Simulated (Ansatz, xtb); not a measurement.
C2H5NS: 3 structures ranked

3 gas-phase structures of C2H5NS, from a drawn sample of its isomers (lower ones may exist). Each was relaxed with GFN2-xTB:

A. `N/C=C/S`, a singlet
B. `N/C=C\S`, a singlet
C. `C=C(N)S`, a singlet

Task: Which do you expect lowest at r2SCAN-D4/def2-SVP, and how would the others follow?

Result: Calculated order at r2SCAN-D4/def2-SVP: B (0.0), C (2.5), A (4.7) kcal/mol.

Energies above the lowest of each column, in kcal/mol; the last columns are at B3LYP/def2-SVP geometries:

```json
{"structure": "B", "GFN2-xTB": "1.3", "HF/STO-3G": "1.5", "r2SCAN-D4/def2-SVP": "0.0", "B3LYP/def2-SVP": "0.0", "CCSD(T)/def2-TZVP": "0.0"}
{"structure": "C", "GFN2-xTB": "0.0", "HF/STO-3G": "0.0", "r2SCAN-D4/def2-SVP": "2.5", "B3LYP/def2-SVP": "3.1", "CCSD(T)/def2-TZVP": "1.7"}
{"structure": "A", "GFN2-xTB": "0.4", "HF/STO-3G": "0.6", "r2SCAN-D4/def2-SVP": "4.7", "B3LYP/def2-SVP": "5.1", "CCSD(T)/def2-TZVP": "4.7"}
```

CCSD(T)/def2-TZVP puts B lowest; GFN2-xTB picks C, HF/STO-3G picks C. Flexible structures stand in one conformer each, not always the lowest.

Programs: Ansatz 0.2.0, xtb 6.7.1.
